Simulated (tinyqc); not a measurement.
UHF in the sto-3g basis, for NH, spin multiplicity 3, step by step. One step of it, computed by the program tinyqc.

Task: Iteration 4: diagonalisation and new density. Diagonalise F' = X^T F X, C = X C', fill 5 alpha and 3 beta electrons from the bottom; D(s) = C_occ C_occ^T. Each column has its largest component positive (the first on a tie).

extrapolated F(alpha) (hartree):
```
             1N 1s      1N 2s     1N 2px     1N 2py     1N 2pz      2H 1s
1N 1s   -15.329149  -3.916558  -0.005433   0.012818  -0.017049  -1.020342
1N 2s    -3.916558  -2.005226  -0.024449   0.063668  -0.076671  -0.928914
1N 2px   -0.005433  -0.024449  -0.459291  -0.010049   0.021043  -0.008101
1N 2py    0.012818   0.063668  -0.010049  -0.440702  -0.034812   0.015705
1N 2pz   -0.017049  -0.076671   0.021043  -0.034812  -0.364610  -0.536401
2H 1s    -1.020342  -0.928914  -0.008101   0.015705  -0.536401  -0.619954
```

extrapolated F(beta) (hartree):
```
             1N 1s      1N 2s     1N 2px     1N 2py     1N 2pz      2H 1s
1N 1s   -15.284799  -3.858007  -0.005323   0.011921  -0.015889  -1.001708
1N 2s    -3.858007  -1.668244   0.035275  -0.093789  -0.163870  -0.843744
1N 2px   -0.005323   0.035275   0.314172   0.076986  -0.105617  -0.044403
1N 2py    0.011921  -0.093789   0.076986   0.170736   0.234699   0.091934
1N 2pz   -0.015889  -0.163870  -0.105617   0.234699  -0.125197  -0.462931
2H 1s    -1.001708  -0.843744  -0.044403   0.091934  -0.462931  -0.522824
```

X:
```
            1N 1s      1N 2s    1N 2px    1N 2py     1N 2pz      2H 1s
1N 1s    1.022949  -0.134753  0.000000  0.000000  -0.011205   0.025774
1N 2s   -0.134753   1.173064  0.000000  0.000000   0.131199  -0.370507
1N 2px   0.000000   0.000000  1.000000  0.000000   0.000000   0.000000
1N 2py   0.000000   0.000000  0.000000  1.000000   0.000000   0.000000
1N 2pz  -0.011205   0.131199  0.000000  0.000000   1.113647  -0.321893
2H 1s    0.025774  -0.370507  0.000000  0.000000  -0.321893   1.260723
```

Give: F' = X^T F X; orbital energies; coefficients C; F' = X^T F X; orbital energies; coefficients C; D(alpha) after iteration 4; D(beta) after iteration 4.

Result:

F' = X^T F X (alpha) (hartree):
```
         1       2       3       4       5       6
1  -15.045  -2.023  -0.003   0.005  -0.043  -0.164
2   -2.023  -1.156  -0.022   0.063   0.154  -0.523
3   -0.003  -0.022  -0.459  -0.010   0.023  -0.008
4    0.005   0.063  -0.010  -0.441  -0.036   0.008
5   -0.043   0.154   0.023  -0.036  -0.108  -0.561
6   -0.164  -0.523  -0.008   0.008  -0.561  -0.015
```

orbital energies (alpha) (hartree): MO1 -15.337, MO2 -1.109, MO3 -0.557, MO4 -0.464, MO5 -0.411, MO6 0.654

coefficients C (alpha):
```
           MO1     MO2     MO3     MO4     MO5     MO6
1N 1s    0.994  -0.242   0.080   0.001  -0.055   0.100
1N 2s    0.027   0.885  -0.436  -0.007   0.269  -0.709
1N 2px   0.000   0.030  -0.166   0.912  -0.373  -0.012
1N 2py  -0.001  -0.079   0.340   0.409   0.843   0.008
1N 2pz   0.005   0.093   0.626   0.002  -0.235  -0.951
2H 1s   -0.008   0.211   0.474   0.017  -0.191   1.235
```

F' = X^T F X (beta) (hartree):
```
         1       2       3       4       5       6
1  -15.008  -2.009  -0.010   0.025  -0.031  -0.161
2   -2.009  -0.799   0.045  -0.115   0.067  -0.528
3   -0.010   0.045   0.314   0.077  -0.099  -0.035
4    0.025  -0.115   0.077   0.171   0.219   0.075
5   -0.031   0.067  -0.099   0.219   0.120  -0.528
6   -0.161  -0.528  -0.035   0.075  -0.528   0.051
```

orbital energies (beta) (hartree): MO1 -15.290, MO2 -0.864, MO3 -0.380, MO4 0.283, MO5 0.348, MO6 0.752

coefficients C (beta):
```
           MO1     MO2     MO3     MO4     MO5     MO6
1N 1s    0.995  -0.211  -0.125   0.077   0.000   0.098
1N 2s    0.023   0.741   0.600  -0.396   0.000  -0.695
1N 2px   0.000   0.009  -0.190  -0.348   0.917   0.044
1N 2py  -0.001  -0.008   0.436   0.802   0.399  -0.089
1N 2pz   0.004   0.201  -0.559   0.195   0.003  -0.985
2H 1s   -0.007   0.351  -0.397   0.355  -0.008   1.193
```

D(alpha) after iteration 4:
```
         1N 1s   1N 2s  1N 2px  1N 2py  1N 2pz   2H 1s
1N 1s    1.055  -0.236   0.001  -0.001   0.045  -0.011
1N 2s   -0.236   1.046  -0.008   0.006  -0.254  -0.072
1N 2px   0.001  -0.008   1.000   0.000  -0.011   0.015
1N 2py  -0.001   0.006   0.000   1.000   0.008  -0.010
1N 2pz   0.045  -0.254  -0.011   0.008   0.456   0.362
2H 1s   -0.011  -0.072   0.015  -0.010   0.362   0.306
```

D(beta) after iteration 4:
```
         1N 1s   1N 2s  1N 2px  1N 2py  1N 2pz   2H 1s
1N 1s    1.050  -0.209   0.022  -0.053   0.031  -0.032
1N 2s   -0.209   0.909  -0.108   0.255  -0.186   0.022
1N 2px   0.022  -0.108   0.036  -0.083   0.108   0.079
1N 2py  -0.053   0.255  -0.083   0.190  -0.245  -0.176
1N 2pz   0.031  -0.186   0.108  -0.245   0.353   0.293
2H 1s   -0.032   0.022   0.079  -0.176   0.293   0.281
```
